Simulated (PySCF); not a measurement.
Species: H3O2P.
SMILES with atom numbers: `[O:1]=[PH2:2][OH:3]` (hydrogens: H4, H5 on P2; H6 on O3)

Level: wB97X-D/pcSseg-2 in PySCF, non-relativistic, on one gas-phase PBE0-D3(BJ)/def2-TZVP geometry that isn't relaxed in the solvent. The solvent is an IEF-PCM continuum (van der Waals radii × 1.2). Only the electrostatic response of the medium enters.

Gas phase at wB97X-D/pcSseg-2: HOMO -10.43 eV, LUMO 2.05 eV, dipole 2.47 D.

Task: What does the continuum do to the energy, the frontier levels and the dipole at wB97X-D/pcSseg-2 in chloroform?

Result: 
```tsv
solvent	ε	E(solvent) − E(gas) (kcal/mol)	polarisation term (kcal/mol)	distortion of the solute (kcal/mol)	HOMO (eV)	LUMO (eV)	dipole (D)
chloroform	4.711	-7.45	-8.29	0.84	-10.41	2.46	2.99
```

The polarisation term is half the interaction of the solute with the surface charges that it induces; the rest is the cost of distorting the solute's density. The sum is the electrostatic part of solvation alone.

Task: Which radius a makes the point-dipole formula ΔE = −[(ε − 1)/(2ε + 1)]·μ²/a³ give the value in chloroform, with the gas-phase dipole?

Result: μ = 0.970 au and |ΔE| = 0.01186 Eh give a = 1.61 Å; the farthest nucleus lies 1.75 Å from the centroid of the nuclei, so such a sphere wouldn't even hold the nuclei. The formula assumes a rigid point dipole at the centre of a sphere.

The run took 12 s of wall time on an Arm Neoverse N1 with one thread, on a shared host, and the process peaked at 0.71 GiB of memory. This is the whole shielding run at wB97X-D/pcSseg-2 in chloroform, SCF included.

Conformer computed: `[O:1]=[PH2:2][OH:3]`: H–O3–P2–O1 -16°.

Note: wB97X-D ran without an empirical dispersion term, which enters the total energy and its gradient alone.
